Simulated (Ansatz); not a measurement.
# C2H8N2 (1,1-dimethylhydrazine): from total energies to a heat of formation

C2H8N2 has 12 atoms, charge 0, and is taken as a singlet. SMILES: `CN(C)N`. The shape is that of a PBE0-D4/def2-TZVP optimisation. This is one conformer, not always the lowest.

Total energies at HF/3-21G (Ansatz 0.2.0); the atoms run unrestricted:

```
species    state  energy (Eh)
 C2H8N2  singlet  -188.178001
      C  triplet   -37.481070
      N  quartet   -54.105390
      H  doublet    -0.496199
```

Harmonic wavenumbers at PBE0-D4/def2-TZVP, in cm⁻¹: 253, 280, 302, 395, 429, 466, 856, 946, 1042, 1095, 1112, 1166, 1264, 1297, 1348, 1427, 1452, 1470, 1481, 1485, 1500, 1670, 2924, 2940, 3079, 3092, 3127, 3153, 3376, 3568.

Measured heats of formation of the gaseous atoms at 298.15 K, in kJ/mol: C 716.9, N 472.4, H 218.0. Take 1 Eh = 2625.50 kJ/mol, 1 cm⁻¹ = 0.0119627 kJ/mol, RT = 2.479 kJ/mol.

Task: Work out the heat of formation of the gas at 298 K.

Result: 
1. Electronic atomisation energy: 2 × (-37.481070) + 2 × (-54.105390) + 8 × (-0.496199) − (-188.178001) = 1.035489 Eh = 2718.7 kJ/mol.
2. Zero-point energy: half the sum of the wavenumbers, 23997.5 cm⁻¹ = 287.1 kJ/mol.
3. Thermal vibrational enthalpy, Σ hcν̃/(exp(hcν̃/kT) − 1): 6.5 kJ/mol. Translation, rotation and pV of a non-linear molecule: 4 RT = 9.9 kJ/mol.
4. The 12 free atoms carry 5/2 RT each: 74.4 kJ/mol.
5. Atomisation enthalpy at 298 K: 2718.7 − 287.1 − 6.5 − 9.9 + 74.4 = 2489.6 kJ/mol.
6. Sum of the atoms' heats of formation: 4122.6 kJ/mol. Heat of formation: 4122.6 − 2489.6 = +1633.0 kJ/mol.

The tabulated value is +84.1 kJ/mol (CRC Handbook of Chemistry and Physics), so this level is off by +1548.9 kJ/mol, or 38.4 % of the atomisation enthalpy that the table implies (4038.5 kJ/mol). Hartree–Fock leaves out correlation, which is larger in the molecule than in the atoms, so it underbinds and puts the heat of formation too high. A basis without polarisation functions underbinds badly. Anharmonicity and any spin-orbit splitting of the molecule are left out.
